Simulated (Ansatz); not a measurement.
Reaction: C4H6 (but-2-yne, SMILES CC#CC) → C4H6 (SMILES C=CC=C)
Each species at its own B3LYP-D3(BJ)/def2-TZVP minimum (Ansatz, an electronic-structure program), one conformer.

Wanted: isomerisation energy (electronic), in kcal/mol. Open shells are spin-unrestricted; no spin-orbit coupling. CBS(X,Y): correlation extrapolated as X^-3, Hartree-Fock from the larger set. A bracket is a step between two methods taken in the basis named. The functionals are non-relativistic, so their misses hold any scalar relativity. 'core' is core correlation in cc-pwCVTZ, 'X2C' scalar relativity in cc-pVTZ-DK, both at CCSD(T). The restricted determinant of C4H6 (C=CC=C, singlet) is unstable towards broken spin symmetry in at least one set run.

CCSD(T)/CBS(cc-pVTZ,cc-pVQZ) + [CCSDT(Q) - CCSD(T)]/cc-pVDZ + core + X2C (Ansatz) gives -8.5 kcal/mol.

Problem. How far off this value is PBE/def2-TZVPD (Ansatz), in which direction, and how far these levels: r2SCAN/def2-TZVPD, B3LYP/def2-TZVPD, PBE0/def2-TZVPD, wB97M-V/def2-TZVPD, CCSD(T)/CBS(cc-pVTZ,cc-pVQZ) + core + X2C?

Solution. PBE gives -8.9 kcal/mol, 0.4 kcal/mol below it. Differences of the others: r2SCAN/def2-TZVPD (Ansatz) -0.9; B3LYP/def2-TZVPD (Ansatz) -0.5; PBE0/def2-TZVPD (Ansatz) 0.4; wB97M-V/def2-TZVPD (Ansatz) 0.7; CCSD(T)/CBS(cc-pVTZ,cc-pVQZ) + core + X2C (Ansatz) 0.2 kcal/mol.
